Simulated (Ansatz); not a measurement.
# GeF⁺, singlet: the ladder up to UCCSDT(Q)

Geometry: a point of a stretch scan, not a stationary point.

```xyz
2

Ge    0.0000    0.0000    0.0000
F     0.0000    0.0000    5.6310
```

Basis cc-pVDZ; Ansatz 0.2.0. Correlated methods freeze the noble-gas cores and the filled d shells of p-block atoms, which leaves 10 electrons in 26 orbitals. R marks a restricted (for open shells ROHF) determinant, U an unrestricted one. Active spaces: pair = (2e, 2o) about the gap; valence = (10e, 8o) chosen from the atoms' valence shells. No spin–orbit coupling is included, and no scalar relativity.

Full CI isn't at hand for all of this; UCCSDT(Q) serves as the reference, and is uncertain by about the last step of the cluster series. The frozen core follows each run's orbitals, which can shift R against U totals by a few meV for light atoms and by up to 0.1 eV past Ca.

Unrestricted rows (U) aren't spin-pure: their determinants' ⟨S²⟩ exceeds S(S+1) by up to 1.01, so they mix in states of higher spin.

```
UHF ⟨S²⟩                          : 1.011
T1 diagnostic (RCCSD)             : 0.0593
largest doubles amplitude (RCCSD) : 0.898
```

```csv
level,E − E(UCCSDT(Q)) (kJ/mol),wall time
UHF,525.1,–
UMP2,73.7,–
UCCSD,4.5,–
UCCSD(T),1.0,36 s
UCCSDT,0.3,–
```

Run but not shown, since their state, orbitals or frozen core can't be matched to the reference's or they repeat it: RHF, RMP2, CISD, RCCSD, RCCSD(T), BCCD(T), RCCSDT, RCCSDT(Q), RCCSDTQ, CASSCF (pair space), NEVPT2 (pair space), MRCISD (pair space), MRCISD+Q (pair space), CASSCF (valence space), NEVPT2 (valence space), NEVPT4(SD) (valence space), MRCISD (valence space), MRCISD+Q (valence space).

Times hold each run's SCF and search for its determinant on a shared host, so for small cases they say little of a method's own cost; they ran on 1 thread of Intel Xeon Platinum 8259CL.
